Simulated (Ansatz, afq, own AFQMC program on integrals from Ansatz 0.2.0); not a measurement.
# Where AFQMC and coupled cluster stand for BH, singlet

```xyz
2

B     0.0000    0.0000    0.0000
H     0.0000    0.0000    1.5030
```

Basis cc-pVTZ. Noble-gas cores (and the filled d shells of Ga–Kr and In–Xe) are frozen. Ansatz 0.2.0 and our own AFQMC program on the same integrals; the CISD trial comes from CCSD amplitudes, and released means the phaseless constraint is let go. Error bars are statistical, one sigma.

Determinant: UHF, the one that the program's search chose, which needn't be the lowest solution. The geometry is a point of a scan.

Full CI on the same integrals is exact in this basis and with this determinant's frozen core.

Cautions: strong correlation (T1 0.146, weight of the determinant 0.75, largest double 0.10); unrestricted determinant spin contaminated (⟨S²⟩ 0.41 against 0.00).

```
T1 diagnostic                               : 0.1462
weight of the determinant in the CISD state : 0.751
⟨S²⟩ of the determinant                     : 0.407
size of the correlated space                : 4 electrons in 43 orbitals
```

```tsv
level	correlation energy (eV)
MP2	-1.7295
CCSD	-2.6509
CCSD(T)	-2.7172
```

(1) Estimate where phaseless AFQMC with the Hartree–Fock trial lies against CCSD(T) on the same integrals.

(1) 2.2 ± 1.5 kJ/mol above CCSD(T). The gap is under twice the noise, so this walk alone can't tell the two apart.

Reference: full CI, correlation energy -2.734 eV. The released energy is read at 2.40 1/Eh (meV from the phaseless value at times in 1/Eh: -2.9 ± 2.2 at 0.24, -8.5 ± 2.2 at 0.51, -10.9 ± 1.6 at 0.99, -12.8 ± 1.7 at 1.62, -13.8 ± 1.7 at 2.40). The cautions show a poor starting determinant, so the rows tell how each method copes with it here, and full CI is the sure value.

```
         level  E − E(reference) (kJ/mol)  share of correlation (%)
       CCSD(T)                        1.6                     99.40
         CCSDT                        0.2                     99.91
      CCSDT(Q)                        0.0                     99.99
   ph-AFQMC/HF                  3.8 ± 1.5                     98.55
 ph-AFQMC/CISD                  1.6 ± 0.2                     99.39
released AFQMC                  0.3 ± 0.2                     99.89
```

CCSDT and higher add their correlation energy to the determinant of the CCSD(T) run, since their own runs factorise the integrals more tightly (a shift of under 2 meV). Released energies are given only where the last usable release times agree within the noise; a slower fall can still hide under it.
